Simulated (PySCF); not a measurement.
Orbital energies, ionisation energy and electron affinity

Compound: silicon difluoride, SiF2 (singlet state).
Structure used (PBE0-D3(BJ)/def2-SVP), in Å, numbered top down from 1:
```xyz
3
SiF2 angstrom
F     -1.2389   -0.3544   -0.0039
Si     0.0051    0.6942   -0.0241
F      1.2568   -0.3449    0.0030
```

Level: wB97X-D/def2-SVPD (PySCF). Frontier orbitals with their largest atomic shares (Löwdin; up to four atoms above 4 %):

```tsv
orbital	ε (eV)	main atoms
HOMO−3	-15.37	F1 45 %, F3 45 %, Si2 10 %
HOMO−2	-14.57	F3 48 %, F1 48 %, Si2 5 %
HOMO−1	-14.12	F3 49 %, F1 49 %
HOMO	-10.47	?
LUMO	-0.56	Si2 72 %, F1 14 %, F3 14 %
LUMO+1	1.95	Si2 68 %, F1 16 %, F3 16 %
LUMO+2	2.38	Si2 79 %, F1 10 %, F3 10 %
```

**Question.** What vertical ionisation energy does ΔSCF give, and how far is −ε(HOMO) from it?

**Answer.** ΔSCF: 11.32 eV (1092 kJ/mol; threshold wavelength 110 nm); ⟨S²⟩ of the doublet left behind is 0.753, against 0.75 for a pure doublet. −ε(HOMO) is 10.47 eV, 0.85 eV below it. For the exact functional −ε(HOMO) would equal the first vertical ionisation energy; wB97X-D (range-separated hybrid) falls short of its own ΔSCF value by 8 %. Holes in the HOMO−1 and HOMO−2 were tried too where these lie within 1.2 eV of the HOMO; the lowest converged state counts.

**Question.** On which atoms does the HOMO lie?

**Answer.** Si2 (silicon bonded to 2 F) 68 %, F3 (silicon-bound fluorine) 16 %, F1 (silicon-bound fluorine) 16 %, so more than half of it is on one atom. The HOMO−1 lies 3.65 eV lower.

**Question.** And the vertical electron affinity, the fundamental gap, Mulliken's electronegativity and the hardness (with the factor ½)?

**Answer.** EA = 0.10 eV by ΔSCF (−ε(LUMO) = 0.56 eV). IE − EA = 11.22 eV against an orbital gap of 9.91 eV; (IE + EA)/2 = 5.71 eV; (IE − EA)/2 = 5.61 eV.

**Question.** What kinetic energy would electrons from this vertical process carry with He I light (21.218 eV)?

**Answer.** 21.22 − 11.32 = 9.90 eV.

**Question.** The lowest singlet excitation (vertical TDDFT, same level) lies at 5.53 eV. How far is it below IE − EA?

**Answer.** IE − EA = 11.22 eV, so by 5.69 eV.

Isolated species at its PBE0-D3(BJ)/def2-SVP geometry, gas phase.
